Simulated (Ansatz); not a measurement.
**How the bulk modulus B0 of solid iodine moves with the method**

No measured value is used here.

```tsv
level (code)	value (GPa)	cell (Å³/atom)
LDA (Ansatz)	15.3	36.82
PBE+SOC (Ansatz)	?	51.34
PBEsol (Ansatz)	8.52	39.67
PBEsol+SOC (Ansatz)	8.68	39.66
r²SCAN (Ansatz)	?	44.13
r²SCAN+SOC (Ansatz)	7.49	44.16
```

**Question.** Fill in the missing entries.

**Answer.** 
- PBE+SOC (Ansatz, a program for electronic structure), value (GPa): 1.26
- r²SCAN (Ansatz), value (GPa): 7.41

LDA: LDA has no dispersion term either, though it tends to give short spacings of layers, chains or molecules. PBE+SOC: for a layered or molecular solid the relaxed cell lies over 5 % above the published volume, where the minimum can be shallow. PBE+SOC, PBEsol, PBEsol+SOC, r²SCAN, r²SCAN+SOC: the cell comes from a level without a dispersion term, which matters for the spacing of layers, chains or molecules. Each level is taken at its own relaxed cell. Cutoffs differ between the levels. Ansatz's density-functional and Hartree–Fock values are scalar-relativistic unless marked +SOC, with PAW data made under PBE.
